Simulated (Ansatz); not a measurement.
`N=C(S)CO` + H–F → `N=C(F)S` + CH₃OH  (substitution at a C–C bond)

Gas-phase electronic energies from Ansatz, PBE0-D4/def2-TZVP geometries. CCSD(T)/CBS adds triple-zeta CCSD(T) − MP2 to the extrapolated MP2 energy (def2 sets, frozen cores). This one scheme is used for every species. One conformer a species, not always the lowest.

| species | CCSD(T)/CBS(def2) energy (Eh) |
| --- | --- |
| `N=C(S)CO` | -606.73781 |
| H–F | -100.39570 |
| `N=C(F)S` | -591.49692 |
| CH₃OH | -115.61712 |

(1) Work out ΔE.

Largest T1 diagnostic among the species: 0.014.

Results:

(1) ΔE = (-591.49692) + (-115.61712) − (-606.73781) − (-100.39570) = 0.01947 Eh = +0.53 eV.

From PBE to PBE0 (25 % exact exchange), in def2-TZVPP and without D4, ΔE moves by +0.04 eV. In def2-TZVPP, CCSD(T) changes the Hartree–Fock value by +0.28 eV (the triples alone add +0.03 eV) and MP2 by +0.36 eV.
